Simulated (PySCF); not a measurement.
## Mayer bond orders and bond lengths

Species: thioacetic acid, C2H4OS.
Numbering: `[CH3:1][C:2]([OH:3])=[S:4]` (hydrogens: H5, H6, H7 on C1; H8 on O3)

Cartesian coordinates in Å at the PBE0-D3(BJ)/def2-SVP level; atoms count from 1:
```
atom  x, y, z in Å
C1    -0.970   -0.067   -0.095
C2     0.485    0.247   -0.004
O3     1.196   -0.831    0.309
S4     1.168    1.711   -0.248
H5    -1.128   -0.872   -0.829
H6    -1.323   -0.448    0.877
H7    -1.546    0.819   -0.379
H8     2.125   -0.548    0.353
```

Bond orders from the PBE0/pcSseg-1 density (PySCF). Geometry: PBE0-D3(BJ)/def2-SVP, one conformer, isolated molecule.

Problem. Where do the orders between heavy atoms depart from those drawn in the SMILES?

Solution. The largest departure is 0.242, at C2–S4 (drawn double, 1.758). Drawn single, order above 1.12: C2–O3 (1.173).

Problem. Set the Mayer orders of the bonds between heavy atoms beside their lengths.

Solution. 
| bond | drawn as | length (Å) | Mayer order |
| --- | --- | --- | --- |
| C1–C2 | single | 1.492 | 0.989 |
| C2–O3 | single | 1.329 | 1.173 |
| C2–S4 | double | 1.634 | 1.758 |

Problem. And the bonds to hydrogen?

Solution. C–H: 0.94 to 0.96 (3 bonds); H–O: 0.92 (1 bond).

Problem. Sum the orders of all bonds at each heavy atom with more than one neighbour and set the sums beside the valence in the SMILES.

Solution. C1 3.829 (drawn 4), C2 3.920 (drawn 4), O3 2.093 (drawn 2). Orders between atoms that aren't bonded are not in these sums.

Mayer orders depend on the basis set.
